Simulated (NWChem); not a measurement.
System: SiH2 cation, doublet

Here is an NWChem input.

```
start job
memory heap 200 mb stack 900 mb global 1100 mb
charge 1
geometry units angstroms noautosym nocenter noautoz
  Si     0.000000     0.000000     0.183143
  H      1.287753     0.000000    -0.572673
  H     -1.287753     0.000000    -0.572673
end
basis spherical
  * library 6-31g*
end
dft
  odft
  mult 2
  xc pbe0
  iterations 150
end
cosmo
  do_cosmo_smd true
  solvent octanol
end
task dft energy
```

Output (shortened):

```
             Northwest Computational Chemistry Package (NWChem) 7.3.0
             --------------------------------------------------------

                             Geometry "geometry" -> ""
                             -------------------------

 Output coordinates in angstroms (scale by  1.889725989 to convert to a.u.)

  No.       Tag          Charge          X              Y              Z
 ---- ---------------- ---------- -------------- -------------- --------------
    1 Si                  14.0000     0.00000000     0.00000000     0.18314300
    2 H                    1.0000     1.28775300     0.00000000    -0.57267300
    3 H                    1.0000    -1.28775300     0.00000000    -0.57267300

 Effective nuclear repulsion energy (a.u.)      10.1286041646

                                 NWChem DFT Module
                                 -----------------

 Summary of "ao basis" -> "ao basis" (spherical)
 ------------------------------------------------------------------------------
       Tag                 Description            Shells   Functions and Types
 ---------------- ------------------------------  ------  ---------------------
 Si                          6-31g*                  8       18   4s3p1d
 H                           6-31g*                  2        2   2s

 in cosmo_initialize ...
 calling solv_data for solv:octanol

 solvent parameters
 solvname_short: octanol
 solvname_long:  1-octanol
 dielec:        9.8629
 dielecinf:     2.0435
 nonaqueous SMD model solvent descriptors
 dielec:        9.8629
 sola:          0.3700
 solb:          0.4800
 solc:          0.0000
 solg:         39.0100
 solh:          0.0000
 soln:          1.4295

          ---------------
          -cosmo- solvent
          ---------------
 Cosmo: York-Karplus, doi: 10.1021/jp992097l
 dielectric constant -eps-     =   9.86
 screen = (eps-1)/(eps    )    =   0.89861
 surface charge correction     = lagrangian

   van der Waals surface
 --------------------------

 ---------- ATOMIC COORDINATES (A.U.) ------------ VDWR(ANG.) --
     1    0.00000000    0.00000000    0.34609009     2.470
     2    2.43350031    0.00000000   -1.08219505     1.200
     3   -2.43350031    0.00000000   -1.08219505     1.200
 number of segments per atom =        128
 number of   points per atom =        128
 atom (   nspa,  nppa )
 ----------------------
    1 (    124,     0 )       0
    2 (     32,     0 )       0
    3 (     32,     0 )       0
 number of -cosmo- surface points =      188
 molecular surface =     78.297 angstrom**2
 molecular volume  =     62.843 angstrom**3
 -lineq- algorithm             =   0
 -bem- low  level              =   3
 -bem- from -octahedral-
 gaussian surface charge width =   4.50000
 degree of switching           =   1.00000
 switching function tolerance  =   0.00010
 atomic radii =
 --------------
    1 14.000  2.470
    2  1.000  1.200
    3  1.000  1.200
 ...... end of -cosmo- initialization ......

 nat:                     3
 ixmem:                   608
 calling mnsol_interface()
 G(SMD-CDS) energy (kcal/mol)  =    -0.451
 SMD-CDS SASA (angstrom**2)    =    84.610

            General Information
            -------------------
          SCF calculation type: DFT
          Wavefunction type:  spin polarized.
          No. of atoms     :     3
          No. of electrons :    15
           Alpha electrons :     8
            Beta electrons :     7
          Charge           :     1
          Spin multiplicity:     2
          Use of symmetry is: off; symmetry adaption is: off
          Maximum number of iterations: 150
          AO basis - number of functions:    22
                     number of shells:    12
          Convergence on energy requested:  1.00D-06
          Convergence on density requested:  1.00D-05
          Convergence on gradient requested:  5.00D-04

              XC Information
              --------------
                         PBE0 Method XC Functional
                     Hartree-Fock (Exact) Exchange  0.250
          PerdewBurkeErnzerhof Exchange Functional  0.750
            Perdew 1991 LDA Correlation Functional  1.000 local
           PerdewBurkeErnz. Correlation Functional  1.000 non-local

             Grid Information
             ----------------
          Grid used for XC integration:  medium
          Radial quadrature: Mura-Knowles
          Angular quadrature: Lebedev.
          Tag              B.-S. Rad. Rad. Pts. Rad. Cut. Ang. Pts.
          ---              ---------- --------- --------- ---------
          Si                  1.10       88           7.0       590
          H                   0.35       45           8.0       434
          Grid pruning is: on
          Number of quadrature shells:   178
          Spatial weights used:  Erf1

      Superposition of Atomic Density Guess
      -------------------------------------

 Sum of atomic energies:        -289.81377260

 Renormalizing density from      16.00 to     15

      Non-variational initial energy
      ------------------------------

 Total energy =    -278.168634
 1-e energy   =    -395.163873
 2-e energy   =     106.866635
 HOMO         =      -0.581498
 LUMO         =      -0.491450

   convergence    iter        energy       DeltaE   RMS-Dens  Diis-err
 ---------------- ----- ----------------- --------- --------- ---------
     COSMO gas phase
 d= 0,ls=0.0,diis     1   -290.0872841661 -3.00D+02  1.66D-02  1.22D-01
                                                     1.44D-02  1.37D-01
 d= 0,ls=0.0,diis     2   -290.1267836729 -3.95D-02  5.69D-03  7.11D-03
                                                     4.60D-03  6.76D-03
 d= 0,ls=0.0,diis     3   -290.1313058178 -4.52D-03  9.15D-04  2.31D-04
                                                     8.97D-04  2.25D-04
 d= 0,ls=0.0,diis     4   -290.1315326601 -2.27D-04  1.44D-04  3.50D-06
                                                     6.51D-05  1.07D-06
 d= 0,ls=0.0,diis     5   -290.1315359477 -3.29D-06  1.69D-05  2.41D-08
                                                     2.29D-05  1.23D-07
 d= 0,ls=0.0,diis     6   -290.1315360634 -1.16D-07  6.29D-06  5.00D-09
                                                     3.25D-06  1.16D-09

[...]

                                COSMO-SMD solvation results
                                ---------------------------

             internal energy in gas <Psi(g)|H|Psi(g)> =      -290.131536063394
         internal energy in solvent <Psi(s)|H|Psi(s)> =      -290.131478301484
                               delta internal energy  =         0.000057761909 (    0.04 kcal/mol)
   total free energy in solvent <Psi(s)|H+V/2|Psi(s)> =      -290.229024299884
 polarization energy contribution <Psi(s)|V/2|Psi(s)> =        -0.097545998399 (  -61.21 kcal/mol)
    total free energy in solvent including G(SMD-CDS) =      -290.229742506000
                       G(SMD-CDS) energy contribution =        -0.000718206116 (   -0.45 kcal/mol)
     1 M fixed-concentration free energy of solvation =        -0.098206442606 (  -61.63 kcal/mol)

                    DFT Final Alpha Molecular Orbital Analysis
                    ------------------------------------------

 Vector    6  Occ=1.000000D+00  E=-6.399951D-01
              MO Center= -4.5D-11, -1.1D-09, -1.0D-01, r^2= 1.6D+00
   Bfn.  Coefficient  Atom+Function         Bfn.  Coefficient  Atom+Function
  ----- ------------  ---------------      ----- ------------  ---------------
     6      0.681189  1 Si s                  2     -0.286344  1 Si s
    19      0.161158  2 H  s                 21      0.161158  3 H  s
    10      0.143755  1 Si s                 20      0.098175  2 H  s
    22      0.098175  3 H  s                  9     -0.064470  1 Si pz
     1      0.064053  1 Si s                 18      0.037118  1 Si d  2

 Vector    7  Occ=1.000000D+00  E=-4.736774D-01
              MO Center= -4.6D-10,  5.1D-11, -3.1D-01, r^2= 2.0D+00
   Bfn.  Coefficient  Atom+Function         Bfn.  Coefficient  Atom+Function
  ----- ------------  ---------------      ----- ------------  ---------------
     7      0.492299  1 Si px                19      0.247437  2 H  s
    21     -0.247437  3 H  s                 20      0.230972  2 H  s
    22     -0.230972  3 H  s                  3     -0.189013  1 Si px
    17      0.082089  1 Si d  1              11      0.034476  1 Si px

 Vector    8  Occ=1.000000D+00  E=-3.600755D-01
              MO Center=  5.5D-10, -9.6D-10,  4.3D-01, r^2= 2.0D+00
   Bfn.  Coefficient  Atom+Function         Bfn.  Coefficient  Atom+Function
  ----- ------------  ---------------      ----- ------------  ---------------
     9      0.634823  1 Si pz                 6      0.327036  1 Si s
    10      0.236320  1 Si s                  5     -0.222747  1 Si pz
    13      0.186603  1 Si pz                20     -0.185389  2 H  s
    22     -0.185389  3 H  s                 19     -0.148782  2 H  s
    21     -0.148782  3 H  s                  2     -0.111109  1 Si s

 Vector    9  Occ=0.000000D+00  E=-2.009327D-01
              MO Center=  2.2D-11, -2.2D-09,  2.0D-01, r^2= 2.2D+00
   Bfn.  Coefficient  Atom+Function         Bfn.  Coefficient  Atom+Function
  ----- ------------  ---------------      ----- ------------  ---------------
     8      0.721097  1 Si py                12      0.394937  1 Si py
     4     -0.249647  1 Si py

 Vector   10  Occ=0.000000D+00  E=-1.145376D-02
              MO Center= -1.3D-09,  1.3D-09, -4.0D-01, r^2= 2.9D+00
   Bfn.  Coefficient  Atom+Function         Bfn.  Coefficient  Atom+Function
  ----- ------------  ---------------      ----- ------------  ---------------
    20      0.914491  2 H  s                 22      0.914491  3 H  s
    10     -0.817353  1 Si s                 13      0.710606  1 Si pz
     6     -0.515439  1 Si s                  9      0.403982  1 Si pz
    19      0.197530  2 H  s                 21      0.197530  3 H  s
    18      0.175169  1 Si d  2               2      0.129360  1 Si s

 Vector   11  Occ=0.000000D+00  E= 3.175758D-03
              MO Center=  3.2D-09,  1.8D-11,  5.0D-01, r^2= 3.4D+00
   Bfn.  Coefficient  Atom+Function         Bfn.  Coefficient  Atom+Function
  ----- ------------  ---------------      ----- ------------  ---------------
    11      1.182261  1 Si px                20     -0.943711  2 H  s
    22      0.943711  3 H  s                  7      0.525207  1 Si px
    17     -0.218288  1 Si d  1              19     -0.146093  2 H  s
    21      0.146093  3 H  s                  3     -0.144523  1 Si px

                     DFT Final Beta Molecular Orbital Analysis
                     -----------------------------------------

 Vector    5  Occ=1.000000D+00  E=-3.824418D+00
              MO Center=  3.6D-13,  1.1D-12,  1.8D-01, r^2= 1.0D-01
   Bfn.  Coefficient  Atom+Function         Bfn.  Coefficient  Atom+Function
  ----- ------------  ---------------      ----- ------------  ---------------
     5      0.992316  1 Si pz                 9      0.028583  1 Si pz

 Vector    6  Occ=1.000000D+00  E=-6.097968D-01
              MO Center= -4.2D-10, -9.5D-10, -2.0D-01, r^2= 1.5D+00
   Bfn.  Coefficient  Atom+Function         Bfn.  Coefficient  Atom+Function
  ----- ------------  ---------------      ----- ------------  ---------------
     6      0.654401  1 Si s                  2     -0.276970  1 Si s
    19      0.164706  2 H  s                 21      0.164706  3 H  s
     9     -0.145191  1 Si pz                10      0.130907  1 Si s
    20      0.108196  2 H  s                 22      0.108196  3 H  s
     1      0.061817  1 Si s                  5      0.055696  1 Si pz

 Vector    7  Occ=1.000000D+00  E=-4.563427D-01
              MO Center= -1.4D-11,  5.8D-11, -3.0D-01, r^2= 2.0D+00
   Bfn.  Coefficient  Atom+Function         Bfn.  Coefficient  Atom+Function
  ----- ------------  ---------------      ----- ------------  ---------------
     7      0.502996  1 Si px                19      0.238355  2 H  s
    21     -0.238355  3 H  s                 20      0.226815  2 H  s
    22     -0.226815  3 H  s                  3     -0.191718  1 Si px
    17      0.091037  1 Si d  1              11      0.039870  1 Si px

 Vector    8  Occ=0.000000D+00  E=-2.072457D-01
              MO Center=  3.4D-10, -1.4D-09,  4.8D-01, r^2= 2.1D+00
   Bfn.  Coefficient  Atom+Function         Bfn.  Coefficient  Atom+Function
  ----- ------------  ---------------      ----- ------------  ---------------
     9      0.524880  1 Si pz                 6      0.378201  1 Si s
    10      0.320197  1 Si s                 13      0.245530  1 Si pz
    20     -0.220696  2 H  s                 22     -0.220696  3 H  s
     5     -0.195642  1 Si pz                19     -0.143462  2 H  s
    21     -0.143462  3 H  s                  2     -0.139975  1 Si s

 Vector    9  Occ=0.000000D+00  E=-1.773793D-01
              MO Center=  3.7D-11, -2.1D-09,  1.6D-01, r^2= 2.2D+00
   Bfn.  Coefficient  Atom+Function         Bfn.  Coefficient  Atom+Function
  ----- ------------  ---------------      ----- ------------  ---------------
     8      0.705458  1 Si py                12      0.411240  1 Si py
     4     -0.245742  1 Si py                15     -0.030989  1 Si d -1

 Vector   10  Occ=0.000000D+00  E= 4.974164D-03
              MO Center= -4.3D-10,  1.5D-09, -3.9D-01, r^2= 2.9D+00
   Bfn.  Coefficient  Atom+Function         Bfn.  Coefficient  Atom+Function
  ----- ------------  ---------------      ----- ------------  ---------------
    20     -0.925311  2 H  s                 22     -0.925311  3 H  s
    10      0.847397  1 Si s                 13     -0.724378  1 Si pz
     6      0.473665  1 Si s                  9     -0.419014  1 Si pz
    19     -0.186774  2 H  s                 21     -0.186774  3 H  s
    18     -0.177795  1 Si d  2               2     -0.121538  1 Si s

   alpha - beta orbital overlaps
   -----------------------------

   alpha      1      2      3      4      5      6      7      8      9     10
    beta      1      2      3      5      4      6      7      8      9     10
 overlap   1.000  1.000  1.000  1.000  1.000  0.995  1.000  0.992  0.999  0.999

   alpha     11     12     13     14     15     16     17     18     19     20
    beta     11     12     13     15     14     18     17     16     20     19
 overlap   0.998  0.993  0.998  0.989  0.998  0.996  0.997  1.000  0.999  0.999

   alpha     21     22
    beta     21     22
 overlap   1.000  1.000

     --------------------------
     Expectation value of S2:
     --------------------------
      <S2> =      0.7513 (Exact =     0.7500)

     Multipole analysis of the density
     ---------------------------------

     L   x y z        total         alpha         beta         nuclear
     -   - - -        -----         -----         ----         -------
     0   0 0 0      1.000000     -8.000000     -7.000000     16.000000

     1   1 0 0      0.000000     -0.000000      0.000000      0.000000
     1   0 1 0      0.000000      0.000000      0.000000      0.000000
     1   0 0 1      0.130463     -1.765480     -0.784928      2.680871

     2   2 0 0     -7.403714    -10.704819     -8.542743     11.843848
     2   1 1 0      0.000000      0.000000      0.000000      0.000000
     2   1 0 1     -0.000000     -0.000000     -0.000000      0.000000
     2   0 2 0     -6.602999     -3.973113     -2.629886      0.000000
     2   0 1 1      0.000000      0.000000     -0.000000      0.000000
     2   0 0 2     -8.161854     -8.212827     -3.968216      4.019189
```

Level: PBE0/6-31G* (spherical d), spin-unrestricted, SMD on the gas-phase geometry. In the optimisation the excess spin sits in a1 (C2v, its own frame). All runs use the structure optimised with B3LYP/6-31G* (spherical d), spin-unrestricted. No stability test was run on the SCF state. Solvent: 1-octanol.
